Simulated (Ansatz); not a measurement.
`CC(O)CF`, charge 0, multiplicity 1.

Question: Give a relaxed structure at PBE0-D4/def2-TZVP (Ansatz). (An estimate is asked.)

Answer: The calculation gave: 
```xyz
12

C    -0.3201   -1.1550   -0.7324
C     0.0584   -0.2207    0.3920
O    -1.0787   -0.0384    1.2083
C     0.5402    1.1069   -0.1396
F     0.8522    1.9375    0.9297
H    -1.1186   -0.7197   -1.3379
H     0.5377   -1.3635   -1.3753
H    -0.6817   -2.0987   -0.3228
H     0.8760   -0.6647    0.9807
H    -0.8591    0.6269    1.8678
H     1.4405    0.9919   -0.7500
H    -0.2468    1.5974   -0.7205
```
This is one stationary point; other conformers may exist.
